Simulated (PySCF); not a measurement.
Compound: C₅H₉S (doublet state).
Numbering: `[CH2:1]=[CH:2][CH:3][CH2:4][CH2:5][SH:6]` (hydrogens: H7, H8 on C1; H9 on C2; H10 on C3; H11, H12 on C4; H13, H14 on C5; H15 on S6)

Cartesian coordinates in Å at the GFN2-xTB level; atoms count from 1:
```xyz
15
C5H9S angstrom
C      2.628    0.442    0.550
C      1.495   -0.259    0.242
C      0.370    0.290   -0.339
C     -0.860   -0.494   -0.622
C     -1.809   -0.540    0.587
S     -2.524    1.088    0.989
H      3.479   -0.034    1.001
H      2.702    1.495    0.345
H      1.474   -1.321    0.463
H      0.360    1.345   -0.569
H     -1.400   -0.063   -1.468
H     -0.599   -1.529   -0.860
H     -1.292   -0.909    1.473
H     -2.666   -1.178    0.376
H     -1.363    1.675    1.271
```

The hyperfine couplings belong to this conformer and change with its torsions.

Level of theory: UKS B3LYP, pcH-1 on C H S, non-relativistic, mean-field spin-orbit, GIAO (PySCF 2.14.0). One conformer (not necessarily the lowest) at the GFN2-xTB geometry, without solvent, vibrations or thermal averaging. The geometry wasn't refined by DFT: couplings that depend on bond lengths, twists or pyramidal angles can differ widely from those at the functional's own minimum. The SCF solution wasn't tested for stability. ⟨S²⟩ is 0.776 where a pure state has 0.75.

Q: Match the computed a_iso(13C) values +64.6, +58.6, +53.4, -47.6, -21.8 MHz with the sites C1; C2; C3; C4; C5.

A: 
```csv
site,a_iso (MHz),ρ(0) (bohr⁻³),position,distance from C3 (Å),spin population,largest |T| (MHz)
C1,+53.4,+0.0475,a main spin site,2.43,+0.66,99.2
C2,-47.6,-0.0423,1 bond from C1,1.38,-0.26,28.5
C3,+58.6,+0.0522,largest spin population,0.00,+0.67,104.3
C4,-21.8,-0.0194,1 bond from C3,1.49,-0.05,1.4
C5,+64.6,+0.0575,2 bonds from C3,2.51,+0.03,7.1
```

ρ(0) is the spin density at the nucleus and T the dipolar tensor; a_iso includes a spin–orbit part; entries for several nuclei are means. The largest Mulliken spin populations are on C3 (+0.67), C1 (+0.66) and C2 (-0.26). The positive populations add up to 1.40 and the negative ones to -0.40, together 2S = 1. The angles at C3 add up to 360.0°, so it is planar; its axial dipolar tensor and the negative coupling of its proton fit spin in a p orbital normal to that plane. Main spin sites, with 60 % or more of the largest population: C1, C3; positions count bonds from the nearest.

Examples of negative spin density at the nucleus (bohr⁻³): C2 (-0.0423), C4 (-0.0194) and H7 (-0.0092).

Class means assume fast exchange of nuclei equivalent by connectivity; if that motion is slow, each nucleus keeps its own coupling. The 1H value of +1.2 MHz is a mean of couplings from -2.8 to 5.2 MHz in this one geometry, not an average over conformers.
